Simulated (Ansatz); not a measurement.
## Other spins and charges of B–B–SH, quartet at one geometry

Geometry (PBE0/def2-TZVP stationary point for this spin, not checked as a minimum):

```
atom   x (Å)    y (Å)    z (Å)
   B  0.0000   0.0310   2.2853
   B  0.0000   0.0361   0.7636
   S  0.0000  -0.0625  -0.9902
   H  0.0000   1.2684  -1.2002
```

Basis cc-pVDZ; Ansatz 0.2.0. Correlated methods freeze the noble-gas cores. R marks a restricted (for open shells ROHF) determinant, U an unrestricted one.

Gaps are energies of the second state less the first, at fixed atoms, for a selection of the levels run; each method lands on the state that its own search finds for that charge and spin.

For open shells CISD is restricted-active-space CI with the open shells as a complete middle space. A value is left out where its run failed or describes another state than the reference as far as symmetry and spin tell, or, spin-broken singlets apart, can't be checked.

Removing an electron, to the triplet: 8.153 eV at UCCSDT(Q).

```tsv
level	gap (eV)	error (meV)
RHF	7.883	-270
UHF	7.871	-282
RMP2	8.247	94
CISD	8.184	31
RCCSD	8.203	50
RCCSDT	8.159	6
UCCSDT	8.159	6
RCCSDT(Q)	8.156	3
PBE0	8.466	313
wB97M-V	8.348	195
```

Sextet less quartet: 6.295 eV at UCCSDT(Q).

```tsv
level	gap (eV)	error (meV)
RHF	5.981	-314
UHF	5.796	-499
RMP2	6.340	45
UMP2	6.403	108
CISD	6.192	-103
RCCSD	6.283	-12
UCCSD	6.279	-16
RCCSD(T)	6.301	6
UCCSD(T)	6.302	7
BCCD(T)	6.302	7
RCCSDT	6.295	0
UCCSDT	6.294	-1
RCCSDT(Q)	6.295	0
PBE	6.039	-256
r2SCAN	6.016	-279
PBE0	6.084	-211
B3LYP	6.176	-119
wB97M-V	6.426	131
B2PLYP	6.286	-9
RPA-PBE	6.180	-115
```

Question: PBE gives 10.923 eV for removing an electron, to the quintet. Estimate what UCCSDT(Q) gives in cc-pVDZ.

Answer: UCCSDT(Q) in cc-pVDZ gives 10.662 eV, so against it PBE is off by 0.261 eV, of which a good part can be the reference's own basis and frozen-core error.

| level | gap (eV) | error (meV) |
| --- | --- | --- |
| RHF | 9.871 | -791 |
| RMP2 | 10.701 | 39 |
| UCCSD | 10.603 | -59 |
| RCCSD(T) | 10.660 | -2 |
| UCCSDT | 10.656 | -6 |
| r2SCAN | 10.929 | 267 |
| PBE0 | 10.893 | 231 |
| B3LYP | 10.920 | 258 |
| B2PLYP | 10.799 | 137 |

In so small a basis the reference is far from its limit while semilocal and hybrid functionals are nearer theirs (RPA and double hybrids share part of the reference's basis error), so the functionals' errors here hold much of the reference's basis and frozen-core error, which can add to them or hide them.

Full CI isn't at hand for all of this; UCCSDT(Q) serves as the reference, and is uncertain by the last step of the cluster series or more. The frozen core follows each run's orbitals, which can shift R against U totals by a few meV.
